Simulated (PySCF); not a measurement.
C₅H₄O.
Atom-mapped SMILES: `[CH:1]#[C:2][C:3](=[CH2:4])[CH:5]=[O:6]` (hydrogens: H7 on C1; H8, H9 on C4; H10 on C5)

The calculation used MP2 and CCSD/aug-cc-pVDZ in PySCF, restricted Hartree–Fock reference, frozen core, non-relativistic, gas phase, PBE0-D3(BJ)/def2-SVP geometry.

E(HF) = -266.46628 Eh.

How large is the problem?

174 basis functions and 42 electrons; 6 orbitals frozen, which leaves o = 15 correlated occupied and v = 153 virtual orbitals. That is o·v = 2295 singles and o·v(o·v + 1)/2 = 2634660 distinct closed-shell doubles amplitudes before symmetry; the costliest CCSD step grows as o²v⁴ = 1.2 × 10^11.

What are the MP2 and CCSD correlation energies?

MP2 -0.8495 Eh and CCSD -0.8815 Eh, which gives totals of -267.31576 and -267.34775 Eh. That is 0.800 eV for each correlated electron at CCSD (2314 kJ/mol in all, 0.330 % of the total energy); MP2 gives 96.4 % of the CCSD value.

What is the T1 diagnostic?

0.0158, below the customary warning level of 0.02. It is the norm of the spatial-orbital singles amplitudes over the root of the number of correlated electrons, so the norm is 0.087.

How does correlation change the dipole moment?

HF gives 2.72 D and CCSD (unrelaxed density) 2.31 D, a change of -0.41 D.

No triples correction and no basis-set extrapolation were made.

The job also held the EOM ionisation roots. Time: 14 min wall; peak memory 3.1 GiB. Hardware: Arm Neoverse N1, one thread, shared host with 64 logical CPUs at a one-minute load of 21.

The values belong to the conformer `[CH:1]#[C:2][C:3](=[CH2:4])[CH:5]=[O:6]`: C2–C3–C5–O6 180°.
